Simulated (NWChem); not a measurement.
System: isobutane (C$_{4}$H$_{10}$); SMILES CC(C)C

All runs: NWChem. Pople sets run with spherical d functions. STO-3G and 3-21G are far too small for this property and stand as cheap habits. All runs use the structure optimised with PBE0/def2-SVP. Vertical excitations in the gas phase; the lowest state need not have the same character in each row.

Problem. Taking PBE/def2-SVP, TDA as the yardstick, which of these has the fewest basis functions while keeping “lowest excitation, singlet (eV)” within 0.1 eV of it: PBE/6-31G*, TDA; PBE/6-31+G*, TDA; PBE/3-21G, TDA?

Solution. none of them.
| level | basis functions | lowest excitation, singlet (eV) |
|---|---|---|
| PBE/3-21G, TDA | 56 | 9.72 |
| PBE/6-31G*, TDA | 76 | 9.22 |
| PBE/6-31+G*, TDA | 92 | 7.49 |
| PBE/def2-SVP, TDA | 106 | 8.46 |

The yardstick is one finite set, not the basis-set limit.
